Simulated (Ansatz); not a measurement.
`N#CCCC#N`. Charge 0, multiplicity 1. Geometry: relaxed with PBE0-D4/def2-TZVP. It is one conformer, not always the lowest.

```xyz
10

N    -1.885   -2.134   -0.806
C    -1.078   -1.503   -0.287
C    -0.063   -0.681    0.349
C     0.063    0.681   -0.349
C     1.078    1.503    0.286
N     1.886    2.134    0.806
H    -0.325   -0.544    1.401
H     0.892   -1.211    0.321
H    -0.892    1.211   -0.320
H     0.325    0.544   -1.401
```

Task: What is the dipole moment at B3LYP/def2-TZVPP? (Estimate.)

Result: Ansatz gave: 0.00 D, zero by symmetry or nearly so.

Task: Give the Mulliken charges with B3LYP, ωB97M-V, r2SCAN in def2-TZVPP. (An estimate is asked.)

Result: Ansatz gave: 
```tsv
atom	B3LYP	ωB97M-V	r2SCAN
N1	0.04	0.00	-0.03
C2	-0.29	-0.23	-0.27
C3	0.00	-0.06	0.13
C4	0.00	-0.06	0.13
C5	-0.29	-0.23	-0.27
N6	0.04	0.00	-0.03
H7	0.12	0.15	0.09
H8	0.12	0.15	0.09
H9	0.12	0.15	0.09
H10	0.12	0.15	0.09
```

B3LYP here is the variant with VWN-RPA as its local correlation; programs differ in this.
